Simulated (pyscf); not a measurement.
PySCF, gas phase, ωB97X-D3(BJ)/def2-SVP geometries.

What is the homolytic dissociation enthalpy (298 K, ωB97M-D3(BJ)/def2-TZVP) of the O–Si bond of `[F][Nb]([F])([F])([F])[O][SiH3]`, to [O–Nb(F)(F)(F)–F]• + SiH₃•?

O–Si to [O–Nb(F)(F)(F)–F]• + SiH₃•: 5.62 eV. The 7 functionals that were run give +5.20 (PBE) to +5.71 eV (M06-2X). The radicals are drawn with the spin at the cut bond; how far it spreads was not checked. Other isomers of [O–Nb(F)(F)(F)–F]• were not searched in full and may lie lower. Open-shell species with a d-block atom are single-reference here; other states, and whether the spin sits on metal or ligand, were not checked. Elements past Kr carry the def2 core potentials, without spin-orbit coupling.
